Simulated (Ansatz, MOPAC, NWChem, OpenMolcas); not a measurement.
## A ladder of methods for SiH3Cl (chlorosilane)

The species is SiH3Cl (5 atoms), meant as a singlet with charge 0. SMILES: `[SiH3]Cl`. The coordinates come from a PBE0-D4/def2-TZVP relaxation.

Quantity: the HOMO–LUMO gap, in eV. The values are calculated.

```
                level                    kind     program  value (eV)   CPU time
                  AM1          semi-empirical       MOPAC       11.12  under 2 s
       HF/aug-cc-pVDZ            Hartree–Fock  OpenMolcas       13.33      5.5 s
    SVWN5/aug-cc-pVDZ                     LDA      NWChem        6.33       93 s
     BP86/aug-cc-pVDZ                     GGA      NWChem        6.55       74 s
      PBE/aug-cc-pVDZ                     GGA  OpenMolcas        6.48       21 s
    M06-L/aug-cc-pVDZ                meta-GGA  OpenMolcas        7.43       25 s
   M06-2X/aug-cc-pVDZ         hybrid meta-GGA  OpenMolcas       10.25       27 s
CAM-B3LYP/aug-cc-pVDZ  range-separated hybrid      Ansatz       10.67      4.8 s
   B2PLYP/aug-cc-pVDZ           double hybrid      NWChem       10.55       69 s
```

The values span 6.33 to 13.33 eV. Orbital gaps aren't excitation energies, and those of double hybrids come from the SCF part alone; they tend to grow with the share of exact exchange. Times are those of the runs behind each value, whatever else they computed, on shared processors of several kinds: orders of magnitude only.
